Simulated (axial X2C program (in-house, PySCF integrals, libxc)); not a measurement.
**All-electron X2C curves of MgH⁺**

Aim: find the lowest determinant of MgH⁺, scan the bond at several levels and fit the constants, once spin-free and once with spin–orbit coupling.

The runs use an in-house X2C program for linear molecules on PySCF integrals; all-electron X2C, Mg dyall-cv3z, H dyall-v3z.

All values are calculated.

### 1 The job

task.json reads:

```json
{"zs": [12, 1], "q": 1, "bas": ["dyall-cv3z", "dyall-v3z"], "levels": ["PBE0", "HF", "r2SCAN"], "cc": true, "r0": 1.71, "thr": -2.0, "nmax": 90, "npts": 10, "nst": 2, "ntry": 6}
```

Keys: zs atomic numbers; q charge; bas basis sets; levels methods (HF also brings MP2); cc coupled cluster on or off; r0 starting distance in Å; thr threshold in hartree for freezing inner shells (an s shell follows its p shell); nmax most natural virtual spinors; npts points asked for on the curve; nst determinants followed; ntry starts of the search.

The run is started by

```bash
$ python so2c.py task.json out
```

Spin-free means the one-electron spin-free X2C Hamiltonian; two-component (2c) means X2C with spin–orbit coupling and atomic mean-field two-electron Coulomb and Gaunt terms. Basis: Mg dyall-cv3z contracted to [9s8p6d3f], H dyall-v3z contracted to [6s2p1d]; Gaussian nuclei, density fitting. Masses: Mg 23.985 u, H 1.008 u.

Notation: σ, π±, δ± give the projection m of an orbital's angular momentum (0, ±1, ±2), α and β its spin, Λ and M_S the sums; ω is the projection of a spinor's total angular momentum and Ω the sum. Logs are in hartree.

After this run come: PBE0, spin-free; HF, spin-free; r2SCAN, spin-free; Correlated methods, spin-free; PBE0, 2c; HF, 2c; r2SCAN, 2c; Correlated methods, 2c.

What does the calculation give? Wanted: for each run, Hamiltonian; Re; ωe; De; μ.

The runs gave:

Lowest determinant that the search found at its distance, spin-free: M_S = 0, Λ = 0 (closed shell).

Lowest determinant that the search found at its distance, 2c: Ω = 0 (closed shell).

```csv
Hamiltonian,level,Re (Å),ωe (cm⁻¹),De (eV),μ (D)
spin-free,PBE0,1.654,1728,1.94,-3.37
spin-free,HF,1.645,1817,1.01,-4.06
spin-free,MP2,1.649,1776,1.82,n/a
spin-free,CCSD,1.664,1689,2.09,n/a
spin-free,CCSD(T),1.664,1689,2.09,n/a
spin-free,r2SCAN,1.654,1729,1.95,-3.53
2c,PBE0,1.654,1728,1.94,-3.37
2c,HF,1.645,1817,1.01,-4.06
2c,MP2,1.649,1776,1.82,n/a
2c,CCSD,1.664,1688,2.09,n/a
2c,CCSD(T),1.664,1688,2.09,n/a
2c,r2SCAN,1.654,1729,1.95,-3.53
```

Dipoles are positive if H is the positive end and refer to the centre of mass.

What this shows: At CCSD(T), going from spin-free to two-component changes Re by 0 mÅ, ωe by 0.0 %, which is small (part of it comes from the scalar share of the two-electron terms). De moves by 0.00 eV; both De rest on single-determinant atoms, which can miss part of an open shell's spin–orbit lowering.

De refers to Mg+ + H, each in the lowest determinant found, which need not be this curve's own limit. Each curve is one determinant whose occupation by symmetry is held fixed; it was picked as the lowest of a PBE0 search that is not exhaustive. The closed shell is kept restricted; where the fragments are open shells, the energy then runs too high at long range. De is counted from the lowest determinant-based energies of the atoms at the same level, without counterpoise correction. CCSD and (T) use frozen natural virtuals with an MP2 correction for the truncation. The meta-GGAs lack a current-density term, which matters for open shells with orbital currents, atoms included.
